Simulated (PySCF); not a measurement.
**Nuclear quadrupole coupling in `[PH3+][SiH2]S`**

Species: H6PSSi (charge +1).
Numbering: `[PH3+:1][SiH2:2][SH:3]` (hydrogens: H4, H5, H6 on P1; H7, H8 on Si2; H9 on S3)

Cartesian coordinates in Å at the PBE0-D3(BJ)/def2-SVP level; atoms count from 1:
```
atom  x, y, z in Å
P1    -1.643    0.005    0.050
Si2    0.685   -0.132   -0.217
S3     1.487    1.509    0.826
H4    -2.147    1.256   -0.372
H5    -2.052   -0.106    1.398
H6    -2.423   -0.953   -0.641
H7     0.798    0.031   -1.684
H8     0.970   -1.479    0.333
H9     1.579    0.848    2.004
```

Field gradients from the PBE0/pcSseg-1 density (PySCF, non-relativistic), principal values in atomic units, ordered |Vxx| ≤ |Vyy| ≤ |Vzz|:

| atom | Vxx | Vyy | Vzz |
| --- | --- | --- | --- |
| S3 | 0.3956 | 1.7258 | -2.1213 |

Find the asymmetry η = (Vxx − Vyy)/Vzz and the couplings χ = eQV/h (234.96 MHz × Q in barn × V in au), with Q(33S) = −0.0678 b.

```csv
atom,environment,nucleus,η,χzz (MHz),χxx (MHz),χyy (MHz)
S3,sulfur bonded to Si and H,33S,0.63,33.79,-6.30,-27.49
```

What is Vzz at S3 in SI units (1 au = 9.71736 × 10²¹ V/m²)?

-2.1213 au = -20.614 × 10²¹ V/m².

And the gradient at the other heavy atoms, for which no coupling is worked out here?

| atom | environment | Vzz (au) | η |
| --- | --- | --- | --- |
| P1 | phosphorus bonded to Si and 3 H | -0.478 | 0.05 |
| Si2 | SiH2 silicon | 0.928 | 0.61 |

Were the hydrogens deuterons (Q(2H) = 0.00286 b), χzz would run from 92 kHz (H8 and H7) to 141 kHz (H9).

Geometry: PBE0-D3(BJ)/def2-SVP, one conformer, isolated ion. The small basis limits the accuracy of the gradients.

The run behind these numbers computed NMR shieldings as well. On one thread, Arm Neoverse V1 (shared host), this took 6.2 s.
